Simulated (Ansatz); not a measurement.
Born–Oppenheimer molecular dynamics of H6O2Si (9 atoms, charge 0, multiplicity 1). It starts at the highest image of a converged band, a first-order saddle point between two minima.

These are results of RKS PBE-D4/6-31G* in Ansatz, not measurements.

```yaml
ensemble: NVE (velocity Verlet)
time_step: 0.5 fs
steps_asked: 200
starting_velocities_drawn_for: 300 K
seed: 8540
```

First frame:

```xyz
9
Properties=species:S:1:pos:R:3
Si 0.055 -0.334 -0.063
H -0.628 -0.648 1.600
H 0.955 -0.514 -1.256
H 0.005 1.139 0.200
O -1.270 -1.158 -0.697
H -1.992 -1.218 -0.039
O 1.414 -1.049 1.096
H 1.691 -1.954 0.827
H 0.451 -1.054 1.721
```

Task: How far do the bonds stretch over the last three quarters of this one trajectory? (Pairs bonded in most of those frames.)

Result: 
```json
{"bond": "Si1–H2", "mean (Å)": "1.508", "spread (Å)": "0.033", "shortest": "1.46", "longest": "1.56"}
{"bond": "Si1–H3", "mean (Å)": "1.506", "spread (Å)": "0.039", "shortest": "1.44", "longest": "1.57"}
{"bond": "Si1–H4", "mean (Å)": "1.515", "spread (Å)": "0.038", "shortest": "1.46", "longest": "1.57"}
{"bond": "Si1–O5", "mean (Å)": "1.685", "spread (Å)": "0.019", "shortest": "1.65", "longest": "1.71"}
{"bond": "O5–H6", "mean (Å)": "0.976", "spread (Å)": "0.018", "shortest": "0.95", "longest": "1.00"}
{"bond": "O7–H8", "mean (Å)": "0.983", "spread (Å)": "0.030", "shortest": "0.94", "longest": "1.03"}
{"bond": "O7–H9", "mean (Å)": "0.984", "spread (Å)": "0.026", "shortest": "0.94", "longest": "1.02"}
```

Pairs bonded in part of these frames only: Si1–O7 10 %.

Mean temperature of the second half: 1268 K. The conserved energy stayed within 0.26 meV per atom of its start (net change 0.16 meV per atom), so the integration is sound. The kinetic energy rose, since the run started high on the potential surface and went downhill. It ends in pieces (H2O + H4OSi), so much of that is their flight and rotation, not heat. A run of 0.1 ps of so small a system gives no equilibrium averages. The orbitals stay closed-shell, which can raise the energy where a bond breaks towards radicals; this wasn't checked here.

The run took 4 min on 1 thread of Arm Neoverse V2, on a shared host, peak memory 0.11 GiB.
